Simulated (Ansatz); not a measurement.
Geometry optimisation, Ansatz 0.2.0, RKS PBE0-D4/def2-SVP.

The input (input.yaml):

```yaml
crystal:
  periodic: [false, false, false]
  atoms:
    - { symbol: Al, position_ang: [-0.005276, 0.229302, 0.081786] }
    - { symbol: Cl, position_ang: [-0.014009, 0.485373, 2.261482] }
    - { symbol: H, position_ang: [1.402779, 0.188733, -0.624327] }
    - { symbol: H, position_ang: [-1.413021, 0.157865, -0.62678] }
    - { symbol: H, position_ang: [0.099196, -2.430065, 0.793179] }
    - { symbol: H, position_ang: [0.074232, -1.896809, 1.279659] }
basis:
  gaussian: { orbitals: def2-SVP }
hamiltonian:
  xc: pbe0
  dispersion: d4
relax:
  f_tol: 0.03
  max_steps: 50
```

Run as:

```bash
$ ansatz run input.yaml --threads 1 --pin off --max-ram 2048MiB --backend cpu --events-out ev --progress --plain --runs-dir out
```

**Question.** Where does it end, and by what steps?

**Answer.** The run converged. After 5 steps the energy has fallen by 0.164 eV; H5 moved furthest, 0.41 Å.

```
step  energy less start (eV)  largest force component (eV/Å)  accepted
   0                  0.0000                           1.277       yes
   1                 -0.0226                           1.869       yes
   2                 -0.0964                           0.906       yes
   3                 -0.1420                           0.313       yes
   4                 -0.1626                           0.145       yes
   5                 -0.1641                           0.012       yes
```

```xyz
6
Properties=species:S:1:pos:R:3
Al 0.004 0.096 0.219
Cl -0.011 0.722 2.245
H 1.404 0.029 -0.511
H -1.389 -0.059 -0.507
H 0.074 -2.152 0.497
H 0.062 -1.901 1.222
```

Time of the run: 8.1 s on 1 thread of Arm Neoverse V2, on a shared host, peak memory 0.11 GiB.
